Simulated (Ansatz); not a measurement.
**Worked example: correlation energy of Si$_{2}$, quintet**

Geometry: that of the Si2⁻, quartet, kept fixed. The triplet lies 1.2 eV lower here.

```xyz
2

Si    0.0000    0.0000    0.0000
Si    0.0000    0.0000    2.3978
```

Basis aug-cc-pVDZ; Ansatz 0.2.0. Only valence electrons are correlated (noble-gas cores frozen), which leaves 8 electrons in 44 orbitals. Prefix R: restricted or restricted open-shell reference; prefix U: unrestricted.

Full CI isn't at hand for all of this; UCCSDT(Q) serves as the reference, and is uncertain by about the last step of the cluster series.

Runs differ by some tens of microhartree through their thresholds and, for an open shell, their frozen cores, so steps under 0.03 kcal/mol mean nothing.

```
    level  total energy (hartree)
      UHF             -577.732511
     UMP2             -577.852469
    UCCSD             -577.883929
 UCCSD(T)             -577.890951
   UCCSDT             -577.892634
UCCSDT(Q)             -577.893177
```

Q: What is the correlation energy at UCCSDT(Q), and what share of it do UMP2 and UCCSD(T) recover?

A: E(corr) = -577.893177 − (-577.732511) = -0.160666 hartree = -4.372 eV. UMP2: -0.119958 / -0.160666 = 74.66 %. UCCSD(T): -0.158440 / -0.160666 = 98.61 %.

Q: By how many kcal/mol does UCCSD(T) miss UCCSDT(Q) (1 hartree = 627.509 kcal/mol), and which steps make up the rest?

A: -577.890951 − (-577.893177) = 0.002226 hartree = 1.40 kcal/mol. Steps: UCCSDT − UCCSD(T) = -1.06, UCCSDT(Q) − UCCSDT = -0.34 kcal/mol. Differences between like states or geometries often cancel part of this.
